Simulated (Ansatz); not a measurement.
Input file:

```yaml
crystal:
  periodic: [false, false, false]
  atoms:
    - {symbol: Ge, position_ang: [0.000000, 0.000000, 0.820452]}
    - {symbol: P, position_ang: [0.000000, 0.000000, -1.749476]}
    - {symbol: H, position_ang: [0.000000, 1.065765, -2.683586]}
    - {symbol: H, position_ang: [0.000000, -1.065765, -2.683586]}
basis:
  gaussian: {orbitals: cc-pVDZ}
total_charge: 1
magnetization: {spin_polarized: true, initial_magnetization: 4}
hamiltonian: {pseudopotentials: {relativity: scalar}}
correlation: {method: ccsdt, electrons: outside_noble_gas}
accuracy: high
output: {forces: true}
```

```sh
$ ansatz run in.yaml --threads 1 --pin off --events-out ev --progress --plain --max-ram 2393MiB
```

Log:

```
1112 factors; integrals over basis functions are off by at most 4.4e-9 eV
mean field evaluation 1: about -66249.5683 eV, gradient 7.9e0 eV
mean field evaluation 2: about -66249.6023 eV, gradient 7.9e0 eV
mean field evaluation 4: about -66250.6688 eV, gradient 1.5e0 eV
mean field evaluation 8: about -66250.8059 eV, gradient 2.8e-1 eV
mean field evaluation 16: about -66250.8111 eV, gradient 1.3e-8 eV
mean field evaluation 32: about -66248.5424 eV, gradient 6.2e0 eV
mean field evaluation 64: about -66244.4983 eV, gradient 1.2e1 eV
mean field evaluation 96: about -66246.4625 eV, gradient 6.3e-1 eV
mean field -66250.81111934 eV, -2434.6724022232 hartree, gradient 1.3e-8 eV, S^2 6.036552; 4 other end points of the search recorded, 0 dependent functions left out
determinant -66250.81111934 eV, -2434.6724022232 hartree, with singles and doubles -66255.26597555 eV, -2434.8361151693 hartree
determinant -66249.32679105 eV, -2434.6178541645 hartree, with singles and doubles -66253.89797757 eV, -2434.7858421706 hartree
determinant -66249.00073301 eV, -2434.6058717526 hartree, with singles and doubles -66253.48672210 eV, -2434.7707288108 hartree
19 core orbitals not correlated: weight in the atoms' cores, before any rotation towards them, 1.000 or more for the frozen orbitals, at most 0.000 for the correlated occupied ones
reference -66250.81111934 eV, -2434.6724022232 hartree; 7, 3 occupied and 29, 33 virtual orbitals, 1112 factors
second order -3.49339426 eV of doubles, -0.00000000 eV of singles
cycle   1  -4.13483839 eV  change   -6.4e-1 eV  update   7.7e-2
cycle   2  -4.54193019 eV  change   -4.1e-1 eV  update   4.0e-2
...
cycle  19  -4.62709995 eV  change   -7.7e-7 eV  update   3.2e-7
cycle  20  -4.62710012 eV  change   -1.6e-7 eV  update   1.6e-7
cycle  21  -4.62710007 eV  change    4.9e-8 eV  update   7.7e-8
cycle  22  -4.62710004 eV  change    2.3e-8 eV  update   4.3e-8
cycle  23  -4.62710005 eV  change   -8.7e-9 eV  update   2.7e-8
cycle  24  -4.62710005 eV  change    4.9e-9 eV  update   2.0e-8
cycle  25  -4.62710004 eV  change    5.3e-9 eV  update   1.1e-8
cycle  26  -4.62710004 eV  change  -8.6e-11 eV  update   6.0e-9
cycle  27  -4.62710004 eV  change  -3.8e-10 eV  update   2.7e-9
cycle  28  -4.62710004 eV  change  -3.6e-10 eV  update   1.2e-9
the calculation of the forces begins
Total energy: -66255.43821939 eV, -2434.8424450134 hartree
Relativity: scalar
Atom 0 at     0.000000     0.000000     0.820452 Å, force     0.000000     0.000000    -0.969756 eV/Å
Atom 1 at     0.000000     0.000000    -1.749476 Å, force     0.000000    -0.000000    -0.190743 eV/Å
Atom 2 at     0.000000     1.065765    -2.683586 Å, force    -0.000000     0.669671     0.580249 eV/Å
Atom 3 at     0.000000    -1.065765    -2.683586 Å, force    -0.000000    -0.669671     0.580249 eV/Å
Dipole moment:    -0.000000     0.000000    -0.884781 e Å
```

Forces (eV/Å):
```
Ge   0.000  0.000 -0.970
P    0.000  0.000 -0.191
H    0.000  0.670  0.580
H    0.000 -0.670  0.580
```

Ran on 1 thread of Intel Xeon 6975P-C, shared host: 59 s wall, 0.91 GiB peak host memory.
